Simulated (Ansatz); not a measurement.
## HOP: how the O–P bond energy moves with the basis

HOP, triplet; coordinates (Å): O 0.000 -0.102 1.042; P 0.000 0.029 -0.587; H 0.000 0.737 1.515. Quantity: O–P bond energy, to OH (doublet) + P.

Ansatz 0.2.0, basis cc-pVDZ or cc-pVTZ; geometries are PBE0/def2-TZVP minima. Wave-function levels freeze the cores; HF, MP2 and coupled cluster are restricted for singlets and unrestricted otherwise, atoms included (their steps beyond CCSDT(Q) come from restricted open-shell runs), Kohn–Sham unrestricted where that lies lower. The reference is CCSDT(Q) or CCSDTQ (coupled cluster only where its series has nearly closed). Semilocal and hybrid functionals correlate all electrons outside any core potential and usually lie nearer their basis limit than the reference, so part of their error here is the reference's basis and frozen-core error; RPA and the MP2 part of double hybrids freeze the same cores as the reference. None of these values is a measured one. Energies are electronic, without zero-point terms. No spin–orbit coupling and no scalar relativity. The species are chosen: bound, without strong static correlation by their natural occupations or amplitudes, in their lowest spin state as far as vertical gaps and like structures tell, and with a ladder that closes on the reference, so errors are smaller than for species at large; levels whose determinant breaks symmetry or spin markedly are left out.

| level | cc-pVDZ (kcal/mol) | cc-pVTZ (kcal/mol) |
| --- | --- | --- |
| reference | 66.5 (CCSDTQ) | 81.0 (CCSDT(Q)) |
| MP2 | 71.2 | 85.7 |
| CCSD | 63.8 | 77.7 |
| CCSD(T) | 66.2 | 81.0 |
| CCSDT | 66.3 | 80.8 |
| PBE | 89.4 | 94.4 |
| r2SCAN | 82.2 | 88.8 |
| PBE0 | 82.0 | 88.4 |

From cc-pVDZ to cc-pVTZ the reference moves by 14.5 kcal/mol and PBE by 5.0; the step from CCSD(T) to the reference is 0.3 in the first and 0.1 in the last.
